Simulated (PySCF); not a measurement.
BFH₂, SMILES BF, point group C2v.

Level: B3LYP/pcJ-1 in PySCF (density fitting, grid level 2); geometry and Hessian at that level, cubic constants and property derivatives from steps of ±0.6 along each species' dimensionless normal coordinates, second-order vibrational perturbation theory. The parent has the commonest isotopes.

Equilibrium geometry (Å):

| atom | x | y | z |
| --- | --- | --- | --- |
| B1 | -0.0361 | 0.0195 | 0.3122 |
| F2 | 1.1484 | -0.3562 | -0.1303 |
| H3 | -0.1420 | 1.1216 | 0.7519 |
| H4 | -0.9294 | -0.7658 | 0.2466 |

Question: How much do zero-point and thermal motion change the parent's shieldings?

Answer: 
| atom | σe (ppm) | anharmonic part, 0 K | harmonic part, 0 K | Δσ at 0 K | Δσ at 700 K | Δσ at 1000 K |
| --- | --- | --- | --- | --- | --- | --- |
| B1 | 41.54 | -0.28 | -1.42 | -1.69 | -2.12 | -2.58 |
| F2 | 148.88 | -0.72 | -7.29 | -8.01 | -9.81 | -11.81 |
| H3 | 26.28 | -0.17 | -0.27 | -0.44 | -0.51 | -0.60 |

Question: And the bond lengths, in the parent and with ²H at 3?

Answer: 
```
 bond  re (Å)  ⟨r⟩ at 0 K  between mean positions  ⟨r⟩, labelled
B1–F2  1.3191      1.3249                  1.3245         1.3250
B1–H3  1.1912      1.2128                  1.2030         1.2069
```

Question: What are the dipole moments?

Answer: 0.723 D at equilibrium; averaged at 0 K: parent 0.718 D; ²H at 3 0.722 D; ¹⁰B at 1 0.719 D; ²H at 3, ²H at 4 0.726 D; ¹⁰B at 1, ²H at 3 0.722 D.

Question: How do the spin–spin couplings change (quoted for ¹H, ¹³C, ¹⁵N, ¹⁷O and so on whatever the masses)?

Answer: ¹J(B1,F2) -201.1 → -207.7, ¹J(B1,H3) 162.3 → 169.2, ¹J(B1,H4) 162.3 → 169.2, ²J(F2,H3) 51.3 → 50.9, ²J(F2,H4) 51.4 → 50.9, ²J(H3,H4) 29.5 → 32.6 Hz (equilibrium → 0 K average). Computed couplings to fluorine can be off by tens of per cent at such levels.

The study (90 SCF points, 74 basis functions) took 2.5 min on 1 thread of INTEL XEON PLATINUM 8581C @ 2.30GHz, on a host shared with other jobs (rough), peak memory 0.43 GiB, launched as `OMP_NUM_THREADS=1 python ens_run.py task.json out`.
